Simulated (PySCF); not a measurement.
H3Si, multiplicity 2. Atoms are numbered in the order given.

```xyz
4

Si     0.0000     0.0000     0.0803
H      1.2222    -0.7057    -0.3746
H     -1.2222    -0.7057    -0.3746
H      0.0000     1.4113    -0.3746
```
Charge 0, spin multiplicity 2.

The structure is a stationary point at B3LYP-D3(BJ)/def2-TZVPD. The isomer is the one that the SMILES or the coordinates give; other isomers of the formula were not compared.

Calculation: ωB97X/def2-TZVPD (PySCF).

Mulliken values depend strongly on the basis, most of all with diffuse functions as here. ESP charges are fitted to the potential on shells at 1.4 to 2.0 van der Waals radii. Atomic charges (e):

```tsv
atom	ESP fit	meta-Löwdin	Mulliken spin
Si1	-0.01	0.23	0.93
H2	0.00	-0.08	0.02
H3	0.00	-0.08	0.02
H4	0.00	-0.08	0.02
```
